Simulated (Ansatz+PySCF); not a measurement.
A calculation with Ansatz (development build ahead of 0.2.0).

```yaml
crystal:
  periodic: [false, false, false]
  atoms:
    - { symbol: O, position_ang: [-0.01733, -0.03091, -0.15493] }
    - { symbol: H, position_ang: [-0.04431, 0.74733, 0.50078] }
    - { symbol: H, position_ang: [0.04898, -0.76059, 0.48635] }
basis:
  gaussian: { orbitals: def2-SVP }
hamiltonian:
  xc: hf
correlation:
  method: mp2
  frozen_orbitals: { H: 0, O: 1 }
scf:
  omitted_lower_state_checks: [starts, atomic_configurations, cluster_reference, orbital_swaps, given_window_search, neighbouring_geometries, increment]
```

The input is written out in the form of the current development build from the run's settings.

Output:

| Property | Result |
| --- | --- |
| Converged | yes |
| Reference energy | -75.95482 hartree |
| Correlation energy | -0.20451 hartree |
| Total energy | -76.15932 hartree |
| Spin squared of the determinant | 0.000 |
| Stability test | minimum among restricted orbitals |
